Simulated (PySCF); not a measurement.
# SiS (SMILES [Si-]#[S+]) at SCS-MP2/cc-pVTZ

Aim: the vertical ionisation energy of SiS at SCS-MP2/cc-pVTZ, from 2 runs. The job is set up through a Python script.

The calculation is run with PySCF 2.14.0.

6 further runs of the same task are left out: 6 set aside as unsound or not needed.

## 1. The structure to begin with

SiS has 2 atoms, charge 0, and is taken as a singlet. SMILES: `[Si-]#[S+]`. The bond length is the measured one.

Bond lengths: Si1–S2 1.929 Å.

## 2. The energy at SCS-MP2/cc-pVTZ

Input file calc.py:

```python
from pyscf import gto, mp

mol = gto.Mole()
mol.atom = '''
Si     0.000000     0.000000     0.000000
S      0.000000     0.000000     3.645888
'''
mol.basis = 'cc-pvtz'
mol.verbose = 3
mol.max_memory = 1860
mol.unit = 'bohr'
mol.build()

mf = mol.RHF()
mf.conv_tol = 1e-10
mf.kernel()
if not mf.converged:
    mf = mf.newton().run(mf.mo_coeff, mf.mo_occ)

pt = mp.MP2(mf, frozen=10).run()
etot = mf.e_tot + 1.2 * pt.e_corr_os + pt.e_corr_ss / 3
print('E = %.10f Eh' % etot)
```

The run is started by

```sh
$ OMP_NUM_THREADS=1 python calc.py
```

The program printed:

```text
converged SCF energy = -686.506490154105
E(RMP2) = -686.765852315859  E_corr = -0.259362161754165
E(SCS-RMP2) = -686.764043770591  E_corr = -0.25755361648685
E = -686.7640437706 Eh
```

It took 0.94 s on 1 thread of Arm Neoverse V2, shared host; peak memory 0.14 GiB.

## 3. The doublet cation, same level

Input file run.py:

```python
from pyscf import gto, scf, mp

system = gto.Mole()
system.atom = '''
Si       0.000000       0.000000       0.000000
S        0.000000       0.000000       1.929321
'''
system.charge = 1
system.spin = 1
system.basis = 'cc-pvtz'
system.verbose = 3
system.max_memory = 1860
system.build()

calc0 = scf.UHF(system)
calc0.conv_tol = 1e-10
calc0.kernel()
if not calc0.converged:
    calc0 = calc0.newton().run(calc0.mo_coeff, calc0.mo_occ)

pt = mp.MP2(calc0, frozen=10).run()
e_tot = calc0.e_tot + 1.2 * pt.e_corr_os + pt.e_corr_ss / 3
print('Final energy', e_tot)
```

The run is started by

```sh
$ OMP_NUM_THREADS=1 python run.py
```

The program printed:

```text
converged SCF energy = -686.150291808567  <S^2> = 0.78961471  2S+1 = 2.03923
E(UMP2) = -686.384104382282  E_corr = -0.233812573714663
E(SCS-UMP2) = -686.381503776428  E_corr = -0.231211967860655
Final energy -686.3815037764277
```

It took 1.4 s on 1 thread of Arm Neoverse V2, shared host; peak memory 0.14 GiB.

## 4. What came out

At SCS-MP2/cc-pVTZ, 10 core orbitals frozen:

| quantity | value |
| --- | --- |
| singlet SiS: total energy | -686.76404 Eh |
| singlet SiS: dipole moment (Hartree–Fock density) | 2.28 D |
| singlet SiS: HOMO energy (Hartree–Fock orbitals) | -10.57 eV |
| singlet SiS: LUMO energy (Hartree–Fock orbitals) | 0.75 eV |
| singlet SiS: HOMO–LUMO gap (Hartree–Fock orbitals) | 11.32 eV |
| singlet SiS: correlation energy (10 core orbitals frozen) | -257.6 mEh |
| doublet cation: total energy | -686.38150 Eh |
| doublet cation: HOMO energy (Hartree–Fock orbitals) (highest over α and β) | -17.51 eV |
| doublet cation: LUMO energy (Hartree–Fock orbitals) (lowest over α and β) | -8.84 eV |
| doublet cation: correlation energy (10 core orbitals frozen) | -231.2 mEh |
| doublet cation: ⟨S²⟩ of the reference determinant | 0.790 |
| vertical ionisation energy (to the doublet cation) | 10.409 eV |

Removing an electron at fixed nuclei costs 10.41 eV (240 kcal/mol).
